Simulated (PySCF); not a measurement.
Telling isomers of C5H10 apart by NMR

Theoretical values (PySCF 2.14.0 with density-fitted response routines): shieldings: GIAO PBE0/pcSseg-1, J: B3LYP/pcJ-1 (spin–dipole term left out of most H,H and C,H couplings), GFN2-xTB geometry. Rapidly exchanging positions averaged, isolated molecule, one conformer, no relativistic terms.

Referencing at the same level of theory: TMS for 1H and 13C. Multiplet labels drop J under 1 Hz and among equivalent protons, and merge close values. Unscaled 3J(H,H) run several per cent high. Shifts are as computed. Against solution values, carbons near 30 ppm lie about +3 ppm off and those near 130 ppm about +5 ppm. Of 1211 compounds with measured shifts, 218 miss one by over three times the rms of a fit or turn the order of signals round; such compounds aren't used in these exercises. Across acyclic CH2–CH2 and CH–CH2 bonds, 3J(H,H) assumes equally populated rotamers.

(1) Tabulate the signals of `C1CCCC1`, `C=CCCC` and their relative energies.

(2) What is the quickest way to tell C1CCCC1 from C=CCCC?

## Answers

(1) 
```json
{"SMILES": "C1CCCC1", "carbon types": "5×CH2", "δC": "28.9", "δH": "1.59 (s, 10H)", "E rel. (kcal/mol)": "0.0"}
{"SMILES": "C=CCCC", "carbon types": "1×CH 3×CH2 1×CH3", "δC": "148.9, 120.2, 43.8, 29.0, 17.3", "δH": "6.20 (ddt, 1H), 5.37 (dt, 1H), 5.20 (dt, 1H), 2.02 (qt, 2H), 1.36 (sext, 2H), 1.07 (t, 3H)", "E rel. (kcal/mol)": "17.4"}
```

Energies are electronic energies at PBE0/pcSseg-1 on these geometries, without zero-point or thermal terms, each for the one conformer computed, which needn't be the lowest.

(2) Count the carbon signals: 1 against 5. The first has an sp3 CH2 in a ring at 28.9 ppm, the second an alkene CH at 148.9 ppm. In the proton spectra the most deshielded non-exchanging signals are 1.59 (s, 10H) and 6.20 (ddt, J = 17.5, 11.3, 7.8 Hz, 1H).
